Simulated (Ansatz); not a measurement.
A structure relaxed at PBE0-D4/def2-TZVP, charge 0, multiplicity 1:

```tsv
atom	x (Å)	y (Å)	z (Å)
B1	0.495	-0.173	-0.619
P2	0.452	0.173	1.235
P3	-1.310	0.127	-0.160
H4	1.217	-0.425	-1.523
H5	0.341	-1.217	1.529
H6	-1.195	1.515	-0.461
```

Question: Give its formula and SMILES.

Answer: BH3P2, `B1PP1`.

Question: Point group (tolerance 0.08 Å, 0.16 Å for H)?

Answer: C2.

Question: Summarise the bond lengths by kind.

Answer: 2 × B–P 1.886 Å; 1 × B–H 1.184 Å; 1 × P–P 2.248 Å; 2 × H–P 1.425 Å.

All numbers were calculated with Ansatz.
